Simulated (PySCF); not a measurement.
# BH3Cl− (SMILES [H][B-]([H])([H])Cl) at 6 levels

We compute a comparison of 6 runs (B3LYP/STO-6G, M06-2X/STO-6G, PBE0/STO-6G, BCCD(T)/STO-6G, NEVPT2(2,2)/STO-6G, CISD/STO-6G) of BH3Cl−. The job is set up through a Python script.

The calculation is run with PySCF 2.14.0.

3 further runs of the same task are left out: 3 set aside as unsound or not needed.

### 1 Starting point

The species is BH3Cl− (5 atoms), meant as a singlet with charge -1. As SMILES, `[H][B-]([H])([H])Cl`. The B1–H4 distance was set to 2.175 Å, away from the relaxed value. At this shape a bond of the SMILES string is far longer than usual.

Bond lengths: B1–Cl2 1.875 Å, B1–H3 1.207 Å, B1–H5 1.207 Å. Angles: Cl2–B1–H3 106.7°, Cl2–B1–H5 106.7°, H3–B1–H5 112.2°.

### 2 The energy at B3LYP/STO-6G (run 1)

The input, input.py:

```python
from pyscf import gto, dft

molecule = gto.Mole()
molecule.atom = [
    ('B', (0.466997, -0.801608, 0.096976)),
    ('Cl', (0.481877, -0.824378, 1.971316)),
    ('H', (1.620577, -0.791858, -0.258254)),
    ('H', (-0.586640, 1.005700, -0.497000)),
    ('H', (-0.109703, -1.800818, -0.257094)),
]
molecule.spin = 0
molecule.basis = 'sto-6g'
molecule.max_memory = 1860
molecule.charge = -1
molecule.verbose = 3
molecule.build()

mf = dft.RKS(molecule)
mf.xc = 'b3lyp'
mf.conv_tol = 1e-10
mf.grids.level = 5
mf.kernel()
if not mf.converged:
    mf = mf.newton().run(mf.mo_coeff, mf.mo_occ)

e_final = mf.e_tot
print('Final energy', e_final)
```

Started as:

```bash
$ OMP_NUM_THREADS=1 python input.py
```

The log of the run:

```text
converged SCF energy = -485.065574261493
Final energy -485.06557426149254
```

It took 2.9 s on 1 thread of Arm Neoverse V1, shared host; peak memory 0.19 GiB.

### 3 The energy at M06-2X/STO-6G (run 2)

The input, job.py:

```python
from pyscf import gto, dft

mol = gto.M(
    atom='''
B    0.466997  -0.801608   0.096976
Cl   0.481877  -0.824378   1.971316
H    1.620577  -0.791858  -0.258254
H   -0.586640   1.005700  -0.497000
H   -0.109703  -1.800818  -0.257094
''',
    max_memory=1860,
    charge=-1,
    verbose=4,
    basis='sto-6g',
)

mf = dft.RKS(mol)
mf.xc = 'm06-2x'
mf.grids.level = 5
mf.conv_tol = 1e-10
mf.kernel()
if not mf.converged:
    mf = mf.newton().run(mf.mo_coeff, mf.mo_occ)

energy = mf.e_tot
print('Final energy', energy)
```

Started as:

```bash
$ OMP_NUM_THREADS=1 python job.py
```

The log of the run:

```text
PySCF version 2.14.0

[INPUT] num. atoms = 5
[INPUT] num. electrons = 26
[INPUT] charge = -1
[INPUT] spin (= nelec alpha-beta = 2S) = 0
[INPUT] symmetry False subgroup None
[INPUT] Mole.unit = angstrom
[INPUT] Symbol           X                Y                Z      unit          X                Y                Z       unit  Magmom
[INPUT]  1 B      0.466997000000  -0.801608000000   0.096976000000 AA    0.882496430994  -1.514819579260   0.183258080656 Bohr   0.0
[INPUT]  2 Cl     0.481877000000  -0.824378000000   1.971316000000 AA    0.910615555727  -1.557848643117   3.725247344973 Bohr   0.0
[INPUT]  3 H      1.620577000000  -0.791858000000  -0.258254000000 AA    3.062446693769  -1.496394749546  -0.488029330573 Bohr   0.0
[INPUT]  4 H     -0.586640000000   1.005700000000  -0.497000000000 AA   -1.108588933715   1.900497563475  -0.939193883909 Bohr   0.0
[INPUT]  5 H     -0.109703000000  -1.800818000000  -0.257094000000 AA   -0.207308625043  -3.403052820187  -0.485837248269 Bohr   0.0

nuclear repulsion = 40.1822755145912
number of shells = 11
number of NR pGTOs = 102
number of NR cGTOs = 17
basis = sto-6g
ecp = {}

******** <class 'pyscf.dft.rks.RKS'> ********
method = RKS
initial guess = minao
damping factor = 0
level_shift factor = 0
DIIS = <class 'pyscf.scf.diis.CDIIS'>
diis_start_cycle = 1
diis_space = 8
diis_damp = 0
SCF conv_tol = 1e-10
SCF conv_tol_grad = None
SCF max_cycles = 50
direct_scf = True
direct_scf_tol = 1e-13
XC library pyscf.dft.libxc version 7.0.0
    S. Lehtola, C. Steigemann, M. J.T. Oliveira, and M. A.L. Marques.,  SoftwareX 7, 1–5 (2018)
XC functionals = m06-2x
    Y. Zhao and D. G. Truhlar.,  Theor. Chem. Acc. 120, 215 (2008)
    Y. Zhao and D. G. Truhlar.,  Theor. Chem. Acc. 120, 215 (2008)
radial grids:
    Treutler-Ahlrichs [JCP 102, 346 (1995); DOI:10.1063/1.469408] (M4) radial grids

becke partition: Becke, JCP 88, 2547 (1988); DOI:10.1063/1.454033
pruning grids: <function nwchem_prune>
grids dens level: 5
symmetrized grids: False
atomic radii adjust function: <function treutler_atomic_radii_adjust>
small_rho_cutoff = 0
Set gradient conv threshold to 1e-05
Initial guess from minao.
tot grids = 156832
init E= -484.572240164508
  HOMO = -0.201683219871597  LUMO = 0.030616403231182  gap/eV = 6.32119
cycle= 1 E= -484.975194820471  delta_E= -0.403  |g|= 0.192  |ddm|= 2.26
  HOMO = 0.0799802605117099  LUMO = 0.383583201030083  gap/eV = 8.26146
cycle= 2 E= -484.979933562541  delta_E= -0.00474  |g|= 0.197  |ddm|= 0.68
  HOMO = 0.068422868596092  LUMO = 0.40172623577906  gap/eV = 9.06965
cycle= 3 E= -484.998191353974  delta_E= -0.0183  |g|= 0.0298  |ddm|= 0.375
  HOMO = 0.0708601766991236  LUMO = 0.401788173399272  gap/eV = 9.00501
cycle= 4 E= -484.998704949619  delta_E= -0.000514  |g|= 0.00328  |ddm|= 0.0626
  HOMO = 0.069233064504036  LUMO = 0.401339420739128  gap/eV = 9.03707
cycle= 5 E= -484.998712549504  delta_E= -7.6e-06  |g|= 0.0006  |ddm|= 0.00953
  HOMO = 0.0695663839878529  LUMO = 0.401477310199319  gap/eV = 9.03176
cycle= 6 E= -484.998712818119  delta_E= -2.69e-07  |g|= 4.11e-05  |ddm|= 0.00146
  HOMO = 0.0695736400235278  LUMO = 0.401461834803825  gap/eV = 9.03114
cycle= 7 E= -484.998712819866  delta_E= -1.75e-09  |g|= 9.04e-06  |ddm|= 0.000161
  HOMO = 0.0695683233858254  LUMO = 0.401463524567665  gap/eV = 9.03133
cycle= 8 E= -484.998712819924  delta_E= -5.81e-11  |g|= 2.97e-07  |ddm|= 2.06e-05
  HOMO = 0.0695682880826495  LUMO = 0.401463476103099  gap/eV = 9.03133
Extra cycle  E= -484.998712819924  delta_E= 2.27e-13  |g|= 7.24e-08  |ddm|= 8.93e-07
converged SCF energy = -484.998712819924
Final energy -484.99871281992364
```

Wall time 3.6 s (1 thread of Arm Neoverse V1, shared host); peak memory 0.19 GiB.

Run 3 isn't shown in full; the table further down has it.

### 4 The energy at BCCD(T)/STO-6G (run 4)

The input, run.py:

```python
from pyscf import gto, cc
from pyscf.cc.bccd import bccd_kernel_

molecule = gto.Mole()
molecule.atom = [
    ('B', (0.466997, -0.801608, 0.096976)),
    ('Cl', (0.481877, -0.824378, 1.971316)),
    ('H', (1.620577, -0.791858, -0.258254)),
    ('H', (-0.586640, 1.005700, -0.497000)),
    ('H', (-0.109703, -1.800818, -0.257094)),
]
molecule.charge = -1
molecule.verbose = 3
molecule.max_memory = 1860
molecule.basis = 'sto-6g'
molecule.build()

myscf = molecule.RHF()
myscf.conv_tol = 1e-10
myscf.kernel()
if not myscf.converged:
    myscf = myscf.newton().run(myscf.mo_coeff, myscf.mo_occ)

mycc = cc.CCSD(myscf, frozen=6).run()
mycc = bccd_kernel_(mycc, diis=True)
e_t = mycc.ccsd_t()
e_tot = mycc.e_tot + e_t
print('E(%s) = %.9f' % ('BCCD(T)', e_tot))
```

Started as:

```bash
$ OMP_NUM_THREADS=1 python run.py
```

The log of the run:

```text
converged SCF energy = -484.132489110194
E(CCSD) = -484.2417872019705  E_corr = -0.109298091775974
BCCD loop starts.

[... 23 lines left out ...]
CCSD converged
[... 25 lines left out ...]
CCSD converged
[... 21 lines left out ...]
CCSD converged
[... 3 lines left out ...]
******** <class 'pyscf.cc.ccsd.CCSD'> ********
CC2 = 0
CCSD nocc = 7, nmo = 11
frozen orbitals 6
max_cycle = 50
direct = 0
conv_tol = 1e-07
conv_tol_normt = 1e-05
diis_space = 6
diis_start_cycle = 0
diis_start_energy_diff = 1e+09
Init E_corr(CCSD) = -0.116831496954222
cycle = 1  E_corr(CCSD) = -0.116829408403487  dE = 2.08855074e-06  norm(t1,t2) = 2.06973e-05
cycle = 2  E_corr(CCSD) = -0.116830320418435  dE = -9.12014948e-07  norm(t1,t2) = 3.73481e-06
cycle = 3  E_corr(CCSD) = -0.11683030157984  dE = 1.88385941e-08  norm(t1,t2) = 8.7093e-07
CCSD converged
E(CCSD) = -484.2414894394362  E_corr = -0.1168303015798404
BCC iter:    3  E:    -484.241489439436  dE:   -3.093e-07  |t1|:    1.605e-07
CCSD(T) correction = -0.00193626111750504
E(BCCD(T)) = -484.243425701
```

Run time: 1.2 s. Hardware: 1 thread of Arm Neoverse V1, shared host; peak memory 0.12 GiB.

Run 5 isn't shown in full; the table further down has it.

### 5 A single-point energy at CISD/STO-6G (run 6)

The input, job.py:

```python
from pyscf import gto, ci

mol = gto.M(
    atom='''
B      0.466997    -0.801608     0.096976
Cl     0.481877    -0.824378     1.971316
H      1.620577    -0.791858    -0.258254
H     -0.586640     1.005700    -0.497000
H     -0.109703    -1.800818    -0.257094
''',
    verbose=3,
    basis='sto-6g',
    max_memory=1860,
    charge=-1,
)

mf = mol.RHF()
mf.conv_tol = 1e-10
mf.kernel()
if not mf.converged:
    mf = mf.newton().run(mf.mo_coeff, mf.mo_occ)

cisd = ci.CISD(mf, frozen=6)
cisd.kernel()
e_final = cisd.e_tot
print('E(%s) = %.9f' % ('CISD', e_final))
```

Started as:

```bash
$ OMP_NUM_THREADS=1 python job.py
```

The log of the run:

```text
converged SCF energy = -484.132489110194
E(RCISD) = -484.2357874759211  E_corr = -0.1032983657267033
E(CISD) = -484.235787476
```

It took 0.86 s on 1 thread of Arm Neoverse V1, shared host; peak memory 0.12 GiB.

### 6 Overview of the runs

```csv
run,level,integration grid,frozen core orbitals,energy (Eh),HOMO energy (eV),LUMO energy (eV),HOMO–LUMO gap (eV),wall time
1,B3LYP/STO-6G,5,–,-485.065574,3.12,9.60,6.48,2.9 s
2,M06-2X/STO-6G,5,–,-484.998713,1.89,10.92,9.03,3.6 s
3,PBE0/STO-6G,5,–,-484.872567,2.99,9.95,6.96,2.7 s
4,BCCD(T)/STO-6G,–,6,-484.243426,–,–,–,1.2 s
5,"NEVPT2(2,2)/STO-6G",–,–,-484.229595,0.53,14.06,13.53,0.92 s
6,CISD/STO-6G,–,6,-484.235787,0.53,14.06,13.53,0.86 s
```

### 7 Results

| quantity | value |
| --- | --- |
| run 6: total energy | -484.23579 Eh |
| run 6: HOMO energy (Hartree–Fock orbitals) | 0.53 eV |
| run 6: LUMO energy (Hartree–Fock orbitals) | 14.06 eV |
| run 6: HOMO–LUMO gap (to an unbound level, set by the basis) | 13.53 eV |
| run 6: correlation energy (6 core orbitals frozen) | -103.3 mEh |

What this shows: Over runs 1, 2, 3 the HOMO–LUMO gap runs from 6.48 eV (B3LYP/STO-6G) to 9.03 eV (M06-2X/STO-6G). The empty levels of an anion lie above zero and hang on the basis. Totals of different functionals can't be ranked against each other. In runs 1, 2, 3, 5, 6 the HOMO lies above zero, so the outermost electron may be held by the basis alone. In runs 1, 2, 3, 4, 5, 6 the basis is minimal, so the values are rough. All runs together took 12 s, the longest 3.6 s.
